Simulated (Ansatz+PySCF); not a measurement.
Values are calculated unless marked as measured or tabulated.
# Several solutions for singlet HCl

```yaml
atoms:
  - { symbol: H, position_ang: [0.0000, 0.0000, -2.6704] }
  - { symbol: Cl, position_ang: [0.0000, 0.0000, 0.1571] }
```

Basis set: 6-31G (spherical functions). Charge 0, multiplicity 1.

PBE0 (unrestricted) was run from several starts with Ansatz (development build ahead of 0.2.0) and PySCF 2.14.0.

```json
{"run": "A", "program": "PySCF", "start": "program defaults", "converged": "yes", "energy (hartree)": "-460.43113", "<S²>": "0.00"}
{"run": "B", "program": "Ansatz", "start": "stability test followed", "converged": "yes", "energy (hartree)": "-460.47003", "<S²>": "0.87"}
{"run": "C", "program": "Ansatz", "start": "atomic start, no search", "converged": "yes", "energy (hartree)": "-460.43113", "<S²>": "0.00"}
{"run": "D", "program": "Ansatz", "start": "search for the lowest state", "converged": "yes", "energy (hartree)": "-460.47003", "<S²>": "0.87"}
```

Problem. Which runs reached the lowest solution of this kind, and what is wrong with the others?

Solution. B, D reached the lowest solution found. Converged but too high: A by 1.06 eV, C by 1.06 eV. Convergence only shows a stationary point, and even a stable one can lie too high; stability tests and further starts are what find lower ones. Caution: charge can spread falsely over distant fragments. Caution: the unrestricted determinant is a mixture of spin states.
